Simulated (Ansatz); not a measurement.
# HOSi: the cost of one run

The runs use Ansatz 0.2.0, Gaussian basis; PBE0-D4/cc-pVDZ.

## Step 1: Where the work starts

SMILES `O=[SiH+]`, 3 atoms, charge 1, spin multiplicity 1.

Atoms are counted from 1 here; the program's logs count them from 0.

Bond lengths: O1–Si2 1.482 Å, Si2–H3 1.449 Å. Angles: O1–Si2–H3 180.0°.

Geometry (Å):

```
atom    x (Å)    y (Å)    z (Å)
  O1  -0.7736   1.2175  -0.2876
 Si2   0.0055  -0.0091   0.0020
  H3   0.7681  -1.2084   0.2856
```

## Step 2: The run

File md/in.yaml:

```yaml
crystal:
  periodic: [false, false, false]
  atoms:
    - {symbol: O, position_ang: [-0.773570, 1.217480, -0.287600]}
    - {symbol: Si, position_ang: [0.005510, -0.009090, 0.002010]}
    - {symbol: H, position_ang: [0.768070, -1.208390, 0.285590]}
basis:
  gaussian: {orbitals: cc-pVDZ}
total_charge: 1
hamiltonian: {xc: pbe0, dispersion: d4}
md: {n_steps: 40, timestep: 0.75, temperature: 300, ensemble: nve, seed: 583, initial_velocities: maxwell_boltzmann}
```

Launch:

```
> ansatz run in.yaml --threads 2 --pin off --events-out ev --progress --plain --max-ram 3481MiB
```

What time and memory should one allow on 2 threads of Intel Xeon at 2.50GHz, shared host?

About 68 s, with a peak of 0.09 GiB.
